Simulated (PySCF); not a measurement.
Cartesian coordinates in Å; atom numbers follow the order of the lines, from 1:
```xyz
11

C     1.163    0.303   -0.514
C     0.082   -0.575    0.072
F    -0.296   -1.513   -0.866
C    -1.139    0.205    0.490
F    -2.019   -0.597    1.162
H     0.774    0.890   -1.360
H     1.567    0.995    0.239
H     1.986   -0.324   -0.884
H     0.459   -1.125    0.953
H    -1.637    0.614   -0.407
H    -0.841    1.042    1.145
```

Geometry: PBE0-D3(BJ)/def2-SVP; GIAO shifts from PySCF 2.14.0 with density-fitted response routines, gas phase, non-relativistic, averaged over equivalent atoms.

At PBE0/cc-pVDZ (100 basis functions, 11 s wall time on 1 thread of an Arm Neoverse N1, shared host):
```csv
atoms,δ (ppm)
C2,87.0
C4,84.1
C1,17.1
F3,-188.5
F5,-221.5
H9,4.62
H10,4.22
H11,4.02
H6/H7/H8,0.97
```

δ = σ(ref) − σ, references computed at the same level: 13C (σref 196.75), 1H (σref 31.29) against TMS; CFCl3 for 19F (σref 200.93).

**Question.** What do these become at HF/pcSseg-2?

**Answer.** 
```csv
atoms,δ at HF/pcSseg-2,change
C2,82.7,-4.3
C4,81.2,-2.9
C1,17.2,+0.1
F3,-169.3,+19.2
F5,-201.1,+20.4
H9,4.44,-0.18
H10,4.07,-0.15
H11,3.78,-0.24
H6/H7/H8,1.16,+0.19
```

Chemical shifts δ = σref − σ; 13C (σ = 191.47 ppm) and 1H (σ = 31.68 ppm) vs TMS; 19F (σ = 245.28 ppm) against CFCl3, all at this level.

The largest change is at F5 (fluorine on an sp3 carbon). Cost: 264 basis functions, 16 s wall time on 1 thread of an Arm Neoverse V1, shared host. The order of the carbon signals is the same at both levels.

Unscaled 19F shifts against computed CFCl3 carry errors that often reach 10 to 50 ppm.
